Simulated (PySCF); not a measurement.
Molecule (SMILES): F (HF).
Geometry (B3LYP-D3(BJ)/def2-TZVP, fixed):
```
F
H 1 0.9245
```

Basis-set convergence of the lowest singlet excitation energy at PBE with PySCF. Tamm-Dancoff approximation; the state is taken by its order, and sets in which it differs in degeneracy or brightness are left out, yet its character can still change. All functions are spherical. Density fitting with generated auxiliary sets. No added dispersion term, no relativity. Reference: the value in d-aug-cc-pVTZ, 8.741 eV, itself unsure by roughly 0.019 eV (its mean distance from aug-pcseg-3, aug-cc-pVQZ, aug-pcseg-2).

```csv
basis,functions,lowest singlet excitation energy (eV)
def2-SVP,19,9.435
pcseg-1,19,9.517
def2-SVPD,31,9.444
aug-cc-pVDZ,32,…
aug-pcseg-1,32,…
"6-311++G(2d,2p)",37,8.828
pcseg-2,44,9.213
def2-TZVPP,45,9.474
def2-TZVPD,49,9.242
cc-pVQZ,85,9.382
def2-QZVPP,87,…
aug-pcseg-3,134,8.752
pcseg-4,162,…
```

Task: Fill in the missing entries.

Result: 
- aug-cc-pVDZ, lowest singlet excitation energy (eV): 8.729
- aug-pcseg-1, lowest singlet excitation energy (eV): 8.816
- def2-QZVPP, lowest singlet excitation energy (eV): 9.298
- pcseg-4, lowest singlet excitation energy (eV): 8.848
